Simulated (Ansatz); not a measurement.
This Ansatz (a quantum-chemistry and plane-wave program) input (PBE0/pcseg-0) gives -151.32696 Eh with 29 basis functions. A basis named .json is the Basis Set Exchange file of that set (core-valence sets with the plain set on hydrogen).

Ansatz 0.2 input:
```yaml
crystal:
  periodic: [false, false, false]
  atoms:
    - {symbol: C, position_ang: [0.24243516, -0.19849135, -1.22253028]}
    - {symbol: C, position_ang: [-0.03825523, -0.01277160, 0.02051421]}
    - {symbol: H, position_ang: [-0.23057535, -0.63963619, -2.07626433]}
    - {symbol: O, position_ang: [-0.12431303, 0.23840173, 1.16104509]}
basis:
  gaussian:
    orbitals: pcseg-0.json
hamiltonian:
  xc: {name: PBE0}
magnetization: {spin_polarized: true, initial_magnetization: 1}
```

Change:
```diff
- orbitals: pcseg-0.json
+ orbitals: pcseg-2
```

**Question.** What does the run give now?

**Answer.** -151.81055 Eh (PBE0/pcseg-2, 104 functions), a change of -483.59 mEh.
